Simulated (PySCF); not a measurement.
CH3F. Atoms are numbered in the order given.

```xyz
5

C      0.0000     0.0000     0.6360
F      0.0000     0.0000    -0.7533
H      0.8942    -0.5163     0.9879
H      0.0000     1.0325     0.9879
H     -0.8942    -0.5163     0.9879
```

The structure is a stationary point at B3LYP-D3(BJ)/def2-TZVP.

Calculation: HF/pcSseg-2 (PySCF).

GIAO shieldings, no solvent; atoms alike by connectivity are averaged. δ = σ(ref) − σ: ¹³C against TMS (σ = 193.3 ppm); ¹⁹F against CFCl3 (σ = 237.3 ppm); ¹H against TMS (σ = 31.98 ppm), references at their B3LYP-D3(BJ)/def2-TZVP geometries, non-relativistic.

| atoms | nucleus | count | δ (ppm) |
|---|---|---|---|
| C1 | ¹³C | 1 | 70.0 |
| F2 | ¹⁹F | 1 | [?] |
| H3, H4, H5 | ¹H | 3 | 4.18 |

Problem. Fill in the missing entries. (Estimate from the structure and the level; the computed values follow.)

Solution. 
- F2, δ (ppm): -245.6
